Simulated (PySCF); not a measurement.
**Running PySCF for NaO**

File input.py (PySCF 2.14):

```python
from pyscf import gto, scf
from pyscf.hessian import thermo

mol = gto.M(
    atom='Na 0 0 0; O 0 0 2.124',
    basis='pcseg-2',
    charge=0,
    spin=1,
    verbose=4,
)
mf = scf.UHF(mol)
mf.kernel()
hess = mf.Hessian().kernel()
print('wavenumber (cm^-1) =', thermo.harmonic_analysis(mol, hess)['freq_wavenumber'].round(1))
mf.dip_moment()
print('orbital energies (hartree):', [e[max(0, n-3):n+3].round(4) for e, n in zip(mf.mo_energy, mol.nelec)])
```

```bash
$ OMP_NUM_THREADS=1 python input.py
```

The log (some set-up lines and the per-cycle HOMO/LUMO lines with their warnings removed):

```
PySCF version 2.14.0

[INPUT] verbose = 4
[INPUT] num. atoms = 2
[INPUT] num. electrons = 19
[INPUT] charge = 0
[INPUT] spin (= nelec alpha-beta = 2S) = 1
[INPUT] symmetry False subgroup None
[INPUT] Mole.unit = angstrom
[INPUT] Symbol           X                Y                Z      unit          X                Y                Z       unit  Magmom
[INPUT]  1 Na     0.000000000000   0.000000000000   0.000000000000 AA    0.000000000000   0.000000000000   0.000000000000 Bohr   0.0
[INPUT]  2 O      0.000000000000   0.000000000000   2.124000000000 AA    0.000000000000   0.000000000000   4.013778288576 Bohr   0.0

nuclear repulsion = 21.9244795484746
number of shells = 7
number of NR pGTOs = 93
number of NR cGTOs = 49
basis = pcseg-2
ecp = {}

******** <class 'pyscf.scf.uhf.UHF'> ********
method = UHF
initial guess = minao
damping factor = 0
level_shift factor = 0
DIIS = <class 'pyscf.scf.diis.CDIIS'>
diis_start_cycle = 1
diis_space = 8
diis_damp = 0
SCF conv_tol = 1e-09
SCF conv_tol_grad = None
SCF max_cycles = 50
direct_scf = True
direct_scf_tol = 1e-13
number electrons alpha = 10  beta = 9
Set gradient conv threshold to 3.16228e-05
init E= -236.161277261273

cycle= 1 E= -236.649841503643  delta_E= -0.489  |g|= 0.285  |ddm|= 0.748
cycle= 2 E= -236.677020247102  delta_E= -0.0272  |g|= 0.18  |ddm|= 0.299
cycle= 3 E= -236.688406831805  delta_E= -0.0114  |g|= 0.022  |ddm|= 0.0914
cycle= 4 E= -236.688900142347  delta_E= -0.000493  |g|= 0.00872  |ddm|= 0.0253
cycle= 5 E= -236.689051357428  delta_E= -0.000151  |g|= 0.00412  |ddm|= 0.0159
cycle= 6 E= -236.689098634576  delta_E= -4.73e-05  |g|= 0.00188  |ddm|= 0.011
cycle= 7 E= -236.689110062939  delta_E= -1.14e-05  |g|= 0.000674  |ddm|= 0.00641
cycle= 8 E= -236.689111684761  delta_E= -1.62e-06  |g|= 0.000136  |ddm|= 0.00305
cycle= 9 E= -236.689111725896  delta_E= -4.11e-08  |g|= 6.34e-05  |ddm|= 0.000372
cycle= 10 E= -236.689111737189  delta_E= -1.13e-08  |g|= 1.9e-05  |ddm|= 0.000198
cycle= 11 E= -236.689111738337  delta_E= -1.15e-09  |g|= 5.86e-06  |ddm|= 7.25e-05
cycle= 12 E= -236.689111738411  delta_E= -7.42e-11  |g|= 1.62e-06  |ddm|= 1.81e-05
Extra cycle  E= -236.689111738415  delta_E= -4.09e-12  |g|= 9.89e-07  |ddm|= 2.45e-06
converged SCF energy = -236.689111738415  <S^2> = 0.76115667  2S+1 = 2.0111257
wavenumber (cm^-1) = [431.5]
Dipole moment(X, Y, Z, Debye):  0.00000,  0.00000, -9.00208
orbital energies (hartree): [array([-0.4554, -0.3732, -0.3626, -0.0123,  0.0612,  0.065 ]), array([-0.9581, -0.3194, -0.3099, -0.0122,  0.0559,  0.0655])]
```

In short: E(SCF) = -236.689112 Eh, 12 cycles, ⟨S²⟩ = 0.761, μz(SCF) = -9.00 D, wavenumbers 432 cm⁻¹.

It ran on Arm Neoverse V1 (1 thread, shared host) in 7.9 s, peak memory 0.13 GiB.

The bond length is a typed value, not an optimised one, so the wavenumber is not that of the minimum. No search for the lowest solution was made.
